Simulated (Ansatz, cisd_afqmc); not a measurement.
System: F, charge 0, doublet.

Total energies in aug-cc-pVQZ, 7 correlated electrons, 1 frozen orbitals. UHF or UKS for unpaired electrons; spin-orbit terms are left out. Cores are frozen in correlated methods. No relativity. AFQMC/CISD: phaseless, guided by CISD from CCSD amplitudes; bars are statistical, one sigma. Outlying blocks are dropped, and bars are widened where a walk drifts. Over all cases where full CI ran beside it in this data, AFQMC minus full CI had a median of +0.1 mEh and passed +0.4 mEh in a tenth of the cases.

```json
[
 {"method": "HF", "program": "Ansatz", "energy (Eh)": "-99.41409", "minus CCSDT(Q) (mEh)": "239.11"},
 {"method": "MP2", "program": "Ansatz", "energy (Eh)": "-99.63798", "minus CCSDT(Q) (mEh)": "15.22"},
 {"method": "CCSD", "program": "Ansatz", "energy (Eh)": "-99.64798", "minus CCSDT(Q) (mEh)": "5.22"},
 {"method": "CCSD(T)", "program": "Ansatz", "energy (Eh)": "-99.65291", "minus CCSDT(Q) (mEh)": "0.29"},
 {"method": "CCSDT(Q)", "program": "Ansatz", "energy (Eh)": "-99.65320", "minus CCSDT(Q) (mEh)": "0.00"},
 {"method": "AFQMC/CISD", "program": "cisd_afqmc", "energy (Eh)": "-99.6529 ± 0.0001", "minus CCSDT(Q) (mEh)": "0.3 ± 0.1"}
]
```

Ansatz is a program for electronic structure.
